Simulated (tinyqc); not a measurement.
Stretching all distances: RHF, UHF, MP2, CISD and CCSD against full CI in the sto-6g basis, for H2O, spin multiplicity 1. Computed by the program tinyqc with PySCF. All coordinates are multiplied by the scale. c0^2 is the weight of the RHF determinant in the lowest singlet FCI state (UHF is spin-contaminated and may lie near states of higher spin) and n(LUMO) the first natural occupation beyond the occupied space.

Geometry (angstrom):

| atom | x | y | z |
|---|---|---|---|
| O | 0.0000 | 0.0000 | 0.0000 |
| H | 0.0000 | 0.7390 | 0.5860 |
| H | 0.0000 | -0.7740 | 0.6140 |

Full CI energy (hartree) and errors against it (kcal/mol):

| scale | distance 1-2 (angstrom) | E(FCI) | RHF | UHF | MP2 | CISD | CCSD | <S^2> UHF | c0^2 | n(LUMO) |
|---|---|---|---|---|---|---|---|---|---|---|
| 0.8600 | 0.8111 | -75.642634 | 22.7492 | 22.7492 | 5.8595 | 0.2006 | 0.0439 | 0.0000 | 0.9844 | 0.0169 |
| 1.0300 | 0.9714 | -75.734597 | 34.6778 | 34.6778 | 10.0479 | 0.5767 | 0.0850 | 0.0000 | 0.9684 | 0.0342 |
| 1.2000 | 1.1318 | -75.714060 | 51.7804 | 51.7804 | 16.3614 | 1.6126 | 0.1829 | 0.0000 | 0.9385 | 0.0676 |
| 1.3700 | 1.2921 | -75.657461 | 74.9362 | 69.7932 | 25.0648 | 4.0699 | 0.3834 | 0.4701 | 0.8882 | 0.1259 |
| 1.5400 | 1.4524 | -75.596254 | 104.4767 | 60.6805 | 36.0035 | 8.9396 | 0.5881 | 1.2001 | 0.8126 | 0.2164 |
| 1.7200 | 1.6222 | -75.541826 | 142.3614 | 40.1271 | 49.1859 | 17.5228 | 0.0462 | 1.5922 | 0.7052 | 0.3484 |
| 1.8900 | 1.7825 | -75.505599 | 182.8366 | 23.2960 | 61.2709 | 28.2656 | -3.0189 | 1.7840 | 0.5878 | 0.4942 |
| 2.0600 | 1.9429 | -75.483410 | 224.9355 | 12.2749 | 73.0553 | 39.5605 | -9.0628 | 1.8862 | 0.4654 | 0.6349 |

What does the comparison show, and why?

UHF parts from RHF first at scale 1.37 of those listed, where <S^2> leaves zero. The weight c0^2 goes from 0.98 to 0.47 and n(LUMO) from 0.02 to 0.63: static correlation grows as the bonds break into open-shell fragments. The spread of the error along the curve, which distorts its shape, is CCSD 9.7, CISD 39.4, UHF 57.5, MP2 67.2, RHF 202.2 kcal/mol. Below FCI somewhere: CCSD, as non-variational methods may be.
